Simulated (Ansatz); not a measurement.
A made-up structure of MgAlSiH5, singlet:

Mg1  (0.117, 0.826, 0.296)
Si2  (-1.831, 0.751, -1.389)
Al3  (1.170, -1.317, 0.688)
H4  (-2.902, 0.690, -2.319)
H5  (1.270, 1.960, -0.287)
H6  (-0.492, 1.469, 1.770)
H7  (2.354, -1.824, -0.248)
H8  (0.600, -2.313, 1.791)
(Å)

It is relaxed with PBE-D4/def2-SVP and then PBE0-D4/def2-TZVP (Ansatz 0.2.0). Atoms count as bonded within 1.22 times the sum of their covalent radii (H–H: 0.88 Å). The end point is not checked to be a true minimum.

**Question.** Does its bonding change? (A judgement: the text doesn't fix the answer.)

**Answer.** By the calculation: Yes. Formed: Si2–Al3, Si2–H6; broken: Mg1–Al3, Mg1–H6.

Where it ends: The first stage lowers the energy by 5.54 eV in 36 steps. It ends as MgAlSiH₅ ([MgH][SiH2][AlH2]):
Mg1  (0.654, 2.368, -0.020)
Si2  (-0.814, 0.252, -0.052)
Al3  (0.419, -1.819, 0.165)
H4  (-1.593, 0.258, -1.332)
H5  (1.643, 3.757, 0.002)
H6  (-1.819, 0.376, 1.052)
H7  (1.025, -2.544, -1.116)
H8  (0.771, -2.408, 1.602)
(Å)

Labels in which every atom is bracketed show which atoms are joined, not bond orders.

For scale, one of the runs: PBE0-D4/def2-TZVP relaxation, 136 basis functions, launched by `ansatz run in.yaml --threads 2 --pin off --events-out ev --progress --plain --max-ram 4352MiB`. Hardware: 2 CPU threads of an Arm Neoverse V2, shared host. Wall time about 20 s.
